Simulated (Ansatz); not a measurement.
Molecule: BNH₂F₂ (charge 0, singlet). SMILES: B(N)(F)F
Coordinates optimised at B3LYP-D3(BJ)/def2-TZVP (Ansatz, a first-principles code):
```
B
F 1 1.3346
F 1 1.3346 2 117.54
N 1 1.3941 2 121.23 3 -180.00
H 4 1.0045 1 122.46 2 0.00
H 4 1.0045 5 115.08 1 180.00
```
Charge 0, spin multiplicity 1.

HF/6-31G* beside other levels, property by property. Terms: frozen cores in correlated levels; open shells spin-unrestricted; 6-31G* and kin with 6d, 5d where marked; non-relativistic; spin-orbit terms left out; no dispersion term unless named; atomisation electronic, to ground-state atoms. CBS marks a two-point X^-3 extrapolation of the correlation energy; Hartree-Fock from the larger set. [CCSD(T)-MP2]/basis is that difference in the basis named. Ab initio and DFT rows: single points at B3LYP-D3(BJ) geometries (Ansatz), with unscaled harmonic terms from B3LYP/6-31G* at its own minima, enthalpies of formation by atomisation with measured atoms.

Coupled cluster (Ansatz) is a level with limits of its own, used here on species with T1 under 0.025 (0.045 for open shells) and stable references: (a) RI-MP2/CBS(aug-cc-pVTZ,aug-cc-pVQZ)+[CCSD(T)-MP2]/aug-cc-pVTZ; (b) RI-MP2/CBS(cc-pVTZ,cc-pVQZ)+[CCSD(T)-MP2]/cc-pVTZ.

```csv
property,HF/6-31G* (Ansatz),HF/STO-3G (Ansatz),B3LYP/6-31G* (Ansatz),wB97X-V/def2-TZVPD (Ansatz),to compare with
"B-N bond dissociation enthalpy at 298 K, to F[B]F + [NH2] (NH2) (kcal/mol)",108.4,115.8,133.0,136.1,137.3 coupled cluster (b)
atomisation energy (kcal/mol),450.9,460.6,617.3,619.2,620.0 coupled cluster (a)
enthalpy of formation at 298 K (kcal/mol),-41.1,-50.8,-207.6,-209.5,-210.3 coupled cluster (a)
```

As the rows show:
- B-N bond dissociation enthalpy at 298 K, to F[B]F + [NH2] (NH2): HF/6-31G* lies 28.9 kcal/mol below coupled cluster.
- atomisation energy: HF/6-31G* lies 169.1 kcal/mol below coupled cluster.
- enthalpy of formation at 298 K: HF/6-31G* lies 169.2 kcal/mol above coupled cluster.

The properties are those with a value to compare with, at most eight drawn at random. No case is left out for the size of its miss. Left out are saddle points of the reference geometry, anions that the best level run finds unbound, excited spin states, species near biochemistry, cases with under five habitual levels, runs that failed or whose electronic state is in doubt, and table entries that another table contradicts.
